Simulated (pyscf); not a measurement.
Elementary routes open to H₂N–SiH₂• (SMILES N[SiH2]) + HF (SMILES F) in the gas phase (doublet surface):
A. H₂N–SiH•–F (SMILES N[SiH]F) + H₂ (SMILES [H][H]) (H–Si, F–H broken; F–Si, H–H formed)
B. F–SiH₂• (SMILES F[SiH2]) + NH₃ (SMILES N) (N–Si, F–H broken; F–Si, H–N formed)

Single points on ωB97X-D3(BJ)/def2-SVP structures (PySCF, gas phase).

### Question
Rank the routes by free-energy barrier at 600 K, lowest first, for ωB97M-D3(BJ)/def2-TZVP energies (ideal gas, 1 atm, RRHO with modes under 100 cm⁻¹ raised to 100, one conformer, R ln 2 for chiral ones without a mode under 150 cm⁻¹).

### Answer
B (104.1 kJ/mol), A (176.1 kJ/mol)

Route B is the fastest of these, ahead of the next by 72.0 kJ/mol. The most stable products are those of A (ΔG = -120.0 kJ/mol), whose barrier is 72.0 kJ/mol higher: the kinetic and the thermodynamic product differ. At 1200 K B is still the fastest. B: On the reactant side the descent ends in a complex, 30.2 kJ/mol under the separated species and 50.5 kJ/mol under the saddle at ωB97X-D3(BJ)/def2-TZVP. On the product side the descent ends in a complex (not fully relaxed), 18.5 kJ/mol under the separated species and 108.2 kJ/mol under the saddle at ωB97X-D3(BJ)/def2-TZVP. Only these routes are compared; each barrier is that of the saddle found, and lower ones may exist.
